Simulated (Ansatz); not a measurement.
Input file:

```yaml
crystal:
  periodic: [false, false, false]
  atoms:
    - {symbol: Si, position_ang: [-1.053695, 0.000000, 0.000000]}
    - {symbol: H, position_ang: [-1.548567, 1.399708, 0.000000]}
    - {symbol: H, position_ang: [-1.548566, -0.699854, 1.212183]}
    - {symbol: H, position_ang: [-1.548567, -0.699854, -1.212183]}
    - {symbol: H, position_ang: [0.905305, 0.000000, 0.000000]}
    - {symbol: O, position_ang: [2.085305, 0.000000, 0.000000]}
basis:
  gaussian: {orbitals: 6-31G}
magnetization: {spin_polarized: true, initial_magnetization: 2}
correlation: {method: ccsdt, electrons: all}
```

```sh
$ ansatz run in.yaml --threads 1 --pin off --events-out ev --progress --plain --max-ram 2393MiB
```

Output:

```
606 factors; integrals over basis functions are off by at most 6.5e-8 eV
mean field evaluation 1: about -9955.5962 eV, gradient 1.1e1 eV
mean field evaluation 2: about -9955.6004 eV, gradient 1.1e1 eV
mean field evaluation 4: about -9956.6968 eV, gradient 2.0e0 eV
mean field evaluation 8: about -9956.7834 eV, gradient 2.0e-1 eV
mean field evaluation 16: about -9956.5407 eV, gradient 5.1e0 eV
mean field evaluation 32: about -9956.7849 eV, gradient 5.3e-6 eV
mean field evaluation 64: about -9956.3229 eV, gradient 5.0e0 eV
mean field evaluation 96: about -9954.5034 eV, gradient 3.3e0 eV
mean field evaluation 128: about -9954.7530 eV, gradient 2.4e-2 eV
mean field -9956.78491288 eV, -365.9050965973 hartree, gradient 2.2e-6 eV, S^2 2.062275; 6 other end points of the search recorded, 0 dependent functions left out
determinant -9956.78491288 eV, -365.9050965973 hartree, with singles and doubles -9961.60227961 eV, -366.0821315589 hartree
determinant -9954.75306931 eV, -365.8304277233 hartree, with singles and doubles -9958.92960690 eV, -365.9839126485 hartree
reference -9956.78491288 eV, -365.9050965973 hartree; 14, 12 occupied and 16, 18 virtual orbitals, 606 factors
second order -3.90018246 eV of doubles, -0.00000000 eV of singles
cycle   1  -4.43168830 eV  change   -5.3e-1 eV  update   7.1e-2
cycle   2  -4.78676669 eV  change   -3.6e-1 eV  update   3.5e-2
cycle   3  -4.87731843 eV  change   -9.1e-2 eV  update   1.7e-2
cycle   4  -4.88781807 eV  change   -1.0e-2 eV  update   7.9e-3
cycle   5  -4.89041728 eV  change   -2.6e-3 eV  update   3.7e-3
cycle   6  -4.89158099 eV  change   -1.2e-3 eV  update   1.9e-3
cycle   7  -4.89176256 eV  change   -1.8e-4 eV  update   9.3e-4
cycle   8  -4.89205892 eV  change   -3.0e-4 eV  update   4.6e-4
cycle   9  -4.89223025 eV  change   -1.7e-4 eV  update   2.1e-4
cycle  10  -4.89221448 eV  change    1.6e-5 eV  update   8.8e-5
cycle  11  -4.89219981 eV  change    1.5e-5 eV  update   3.8e-5
cycle  12  -4.89220683 eV  change   -7.0e-6 eV  update   1.7e-5
cycle  13  -4.89220795 eV  change   -1.1e-6 eV  update   8.0e-6
cycle  14  -4.89221235 eV  change   -4.4e-6 eV  update   4.8e-6
cycle  15  -4.89221669 eV  change   -4.3e-6 eV  update   2.7e-6
cycle  16  -4.89221930 eV  change   -2.6e-6 eV  update   1.4e-6
cycle  17  -4.89222037 eV  change   -1.1e-6 eV  update   7.3e-7
Total energy: -9961.67713326 eV, -366.0848823800 hartree
```

Ran on 1 thread of Arm Neoverse V2, shared host: 15 s wall, 0.32 GiB peak host memory.
